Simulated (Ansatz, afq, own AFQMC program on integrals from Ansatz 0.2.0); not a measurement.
**SiO, triplet in 6-31G, levels against full CI**

```yaml
atoms:
  - { symbol: Si, position_ang: [0.0000, 0.0000, 0.0000] }
  - { symbol: O, position_ang: [0.0000, 0.0000, 1.9130] }
```

Basis 6-31G. Only valence electrons are correlated. Integrals, coupled cluster, full CI and functionals: Ansatz 0.2.0; the random walks run on the same integrals in our own AFQMC program. ph-AFQMC/CISD is guided by a CISD state made of CCSD amplitudes; releasing the constraint for a short imaginary time cuts its bias at the price of noise, slowly where states lie close. Uncertainties: one standard error, sampling alone.

Determinant: UHF, the one that the program's search chose, which needn't be the lowest solution. The geometry is a point of a scan.

Full CI on the same integrals is exact in this basis and with this determinant's frozen core.

Cautions: lower spins were not checked; the CCSDT(Q) amplitudes may be one of several solutions (largest double 0.61); the CCSDTQ amplitudes may be one of several solutions (largest double 0.70); the released energies have errors that jump between times, so the bars are unsure, so no released level is given (meV from the phaseless value at times in 1/Eh: -27 ± 21 at 0.24, -12 ± 3 at 0.51, -11 ± 3 at 0.99, -10 ± 5 at 1.62, -18 ± 6 at 2.40); the determinant fills πx and πy unequally, so it mixes two states of the linear molecule, and each level undoes that mixture to a different degree, while full CI gives the lower state.

* T1 diagnostic: 0.0299
* weight of the determinant in the CISD state: 0.896
* ⟨S²⟩ of the determinant: 2.019
* size of the correlated space: 10 electrons in 16 orbitals

Reference: full CI, correlation energy -4.039 eV. The cautions show a poor starting determinant, so the rows tell how each method copes with it here, and full CI is the sure value.

| level | E − E(reference) (meV) | share of correlation (%) |
| --- | --- | --- |
| HF | 4039.5 | 0.00 |
| MP2 | 796.2 | 80.29 |
| CCSD | 332.3 | 91.77 |
| CCSD(T) | 212.3 | 94.74 |
| CCSDT | 45.1 | 98.88 |
| CCSDT(Q) | -11.5 | 100.29 |
| CCSDTQ | 3.8 | 99.91 |
| ph-AFQMC/HF | 166.2 ± 25.6 | 95.89 |
| ph-AFQMC/CISD | 185.1 ± 4.5 | 95.42 |

CCSDT and higher add their correlation energy to the determinant of the CCSD(T) run, since their own runs factorise the integrals more tightly (a shift of under 2 meV).
